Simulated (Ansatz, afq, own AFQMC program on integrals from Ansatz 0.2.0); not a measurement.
## GeH₂O, singlet → GeH₂O, triplet

```xyz
4

O    -0.1255   -0.6659    0.5201
Ge    0.5070    0.5635   -0.6183
H     0.5499   -1.3231    0.7271
H    -0.8759    1.3652   -0.6492
```

Connectivity, by distances: OH–GeH.

E(triplet, charge +0) − E(singlet, charge +0) at this geometry, on RHF and UHF determinants.

Basis def2-TZVP. Noble-gas cores (and the filled d shells of Ga–Kr and In–Xe) are frozen. Integrals, coupled cluster, full CI and functionals: Ansatz 0.2.0; the random walks run on the same integrals in our own AFQMC program. The CISD trial takes its coefficients from CCSD amplitudes. Released means that phaseless walkers are propagated on without the constraint, phases kept. ± is one standard error of the sampling. No spin–orbit coupling. The errors of all members are added in quadrature.

No full CI on the walks' own integrals is used here; CCSDT(Q) serves as the reference and is uncertain by about the last step of the cluster series. Each member takes its own surest rung, up to full CI.

Errors are counted within def2-TZVP, not against nature.

Cautions: inner d shell frozen; no relativity below Rb; no spin-orbit coupling; GeH₂O (singlet): the released energies move by 1.5 errors or more from one time to the next, so no released level is given (meV from the phaseless value at times in 1/Eh: -13 ± 5 at 0.24, -15 ± 5 at 0.51, -3 ± 6 at 0.99, 5 ± 7 at 1.62, -16 ± 8 at 2.40), though the last usable value meets CCSDT(Q) within the noise; GeH₂O (triplet): another spin lies lower, its ph-AFQMC/CISD value lies 25 ± 5 meV above CCSDT(Q).

Reference (CCSDT(Q)): 48.7 kcal/mol.

```tsv
level	vertical spin gap (kcal/mol)	error against CCSDT(Q) (kcal/mol)
HF	35.3	-13.4
MP2	47.3	-1.5
CCSD	48.4	-0.4
CCSD(T)	48.8	0.0
CCSDT	48.7	-0.1
ph-AFQMC/CISD	49.2 ± 0.2	0.4 ± 0.2
```

Correlation beyond CCSD(T) changes it by less than 2 meV. The perturbative (T) step is worth +0.4 kcal/mol.
